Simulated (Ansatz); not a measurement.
# HF with H₂S: superposition error and deformation

An exercise on one series of results from a longer session: the logs are not shown, and one member is left open.

Program: Ansatz 0.2.0, Gaussian basis. Level of theory: PBE0-D4 structures, single points in def2-TZVPPD. These are calculated values, not measurements.

Levels: PBE-D4, revPBE-D4, BLYP-D4, r2SCAN-D4, B97M-V, PBE0-D4, B3LYP-D4, HSE06-D4, wB97X-V, wB97M-V, B2PLYP, Hartree-Fock, MP2, CCSD, CCSD(T).

Correlated methods freeze the cores. B3LYP uses VWN-RPA correlation. B2PLYP carries no dispersion term here.

129 further runs of the same task are left out: 129 set aside as unsound or not needed.

**The system as given**

The relaxed pair: 5 atoms, charge 0, spin multiplicity 1.

Atoms are counted from 1 here; the program's logs count them from 0.

Bond lengths: F1–H2 0.936 Å, S3–H4 1.343 Å, S3–H5 1.343 Å. Angles: H4–S3–H5 92.5°.

Coordinates:

| atom | x (Å) | y (Å) | z (Å) |
| --- | --- | --- | --- |
| F1 | 0.62853 | 0.18411 | -2.02624 |
| H2 | 0.15644 | 0.06864 | -1.22666 |
| S3 | -0.78537 | -0.17386 | 0.76678 |
| H4 | 0.18139 | -0.99170 | 1.21302 |
| H5 | -0.18088 | 0.91280 | 1.27311 |

Atoms 1 to 2 are fragment A (HF), the rest fragment B (H₂S). From earlier runs, pair energy (eV) and counterpoise interaction (kcal/mol):

| method | E(pair) | interaction |
| --- | --- | --- |
| PBE-D4 | -13595.82702 | -6.75 |
| revPBE-D4 | -13600.46905 | -5.85 |
| BLYP-D4 | -13602.88863 | -5.93 |
| r2SCAN-D4 | -13601.16910 | -6.20 |
| B97M-V | -13599.28101 | -5.55 |
| PBE0-D4 | -13596.71754 | -6.33 |
| B3LYP-D4 | -13603.88715 | -5.93 |
| HSE06-D4 | -13596.39426 | -6.33 |
| wB97X-V | -13600.49751 | -5.62 |
| wB97M-V | -13601.52862 | -5.41 |
| B2PLYP | -13598.21009 | -5.12 |
| MP2 | -13585.24742 | -4.84 |
| CCSD(T) | -13586.36264 | -4.65 |

First each fragment is run alone in its own basis, frozen in the shape it has in the pair (a, b).

Set-up of the first run:

Contents of a/in.yaml:

```yaml
crystal:
  periodic: [false, false, false]
  atoms:
    - {symbol: F, position_ang: [0.628525, 0.184109, -2.026242]}
    - {symbol: H, position_ang: [0.156436, 0.068639, -1.226665]}
basis:
  gaussian: {orbitals: "def2-TZVPPD.json"}
hamiltonian: {xc: pbe, dispersion: d4}
```

Contents of b/in.yaml:

```yaml
crystal:
  periodic: [false, false, false]
  atoms:
    - {symbol: S, position_ang: [-0.785374, -0.173856, 0.766784]}
    - {symbol: H, position_ang: [0.181388, -0.991696, 1.213018]}
    - {symbol: H, position_ang: [-0.180875, 0.912805, 1.273106]}
basis:
  gaussian: {orbitals: "def2-TZVPPD.json"}
hamiltonian: {xc: pbe, dispersion: d4}
```

The basis file named in the input lies beside it (Basis Set Exchange, JSON).

The same command starts each run, in its folder.

Command:

```console
ansatz run in.yaml --threads 2 --pin off --events-out ev --progress --plain --max-ram 5222MiB
```

Steps of the session up to this table: PBE-D4/def2-TZVPPD; r2SCAN-D4/def2-TZVPPD; PBE0-D4/def2-TZVPPD; B3LYP-D4/def2-TZVPPD; wB97X-V/def2-TZVPPD; wB97M-V/def2-TZVPPD; B2PLYP/def2-TZVPPD; BLYP-D4/def2-TZVPPD; revPBE-D4/def2-TZVPPD; B97M-V/def2-TZVPPD; HSE06-D4/def2-TZVPPD; CCSD(T)/def2-TZVPPD; Relaxing HF alone; Relaxing H₂S alone.

One table of the session follows, with a row left open; its other results are not shown here.

| method | interaction with counterpoise (kcal/mol) |
| --- | --- |
| PBE-D4 | -6.75 |
| revPBE-D4 | -5.85 |
| BLYP-D4 | -5.93 |
| r2SCAN-D4 | -6.20 |
| B97M-V | -5.55 |
| PBE0-D4 | -6.33 |
| B3LYP-D4 | -5.93 |
| HSE06-D4 | -6.33 |
| wB97X-V | -5.62 |
| wB97M-V | -5.41 |
| B2PLYP | -5.12 |
| Hartree-Fock | -3.01 |
| MP2 | -4.84 |
| CCSD | ? |
| CCSD(T) | -4.65 |

Estimate the missing values for CCSD.

The run gave: interaction with counterpoise (kcal/mol): -4.30. In the column «interaction with counterpoise (kcal/mol)» it lies between CCSD(T) (-4.65) and Hartree-Fock (-3.01).
